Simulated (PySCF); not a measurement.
# Computed and published core binding energies of `FOF`

Measured values to reproduce (core binding energies): F 1s of F1/F3 695.07 eV [1]. Sources and the comparison follow the method.

OF2.
Cartesian coordinates in Å at the PBE0-D3(BJ)/def2-SVP level; atoms count from 1:
```xyz
3
OF2 angstrom
F     -1.0932    0.2571    0.0000
O      0.2641    0.5005    0.0000
F      0.8292   -0.7576    0.0000
```

Level of theory: delta-SCF UKS SCAN, pcX-2 on the ionised atom, pcseg-1 elsewhere, spin-free X2C (PySCF 2.14.0). These are vertical core ionisation energies against the vacuum level, from separate self-consistent calculations with and without the core hole.

| atom | environment | level | this calculation (eV) | reference (eV) | difference (eV) | source |
| --- | --- | --- | --- | --- | --- | --- |
| F1/F3 | fluorine bonded to O | F 1s | 695.03 | 695.07 | -0.04 | [1] |

[1] measured, gas; Jolly, The use of core electron binding energies as bench marks for the comparison of valence shell ionization potentials, LBL-11396 (1980); values from Bakke, Chen, Jolly 1980

**Question.** How far is it from the measured entries?

**Answer.** The one measured value differs by -0.04 eV, too little evidence for a typical error. The calculation is vertical and has no vibrational structure, and measured positions depend on the energy calibration.

**Question.** What does the calculation give for the levels without a reference value here?

**Answer.** O2 O 1s 545.18 eV.

The first atom of each set that the bonding makes equivalent was ionised and stands for the set. Isolated species at its PBE0-D3(BJ)/def2-SVP geometry, gas phase.
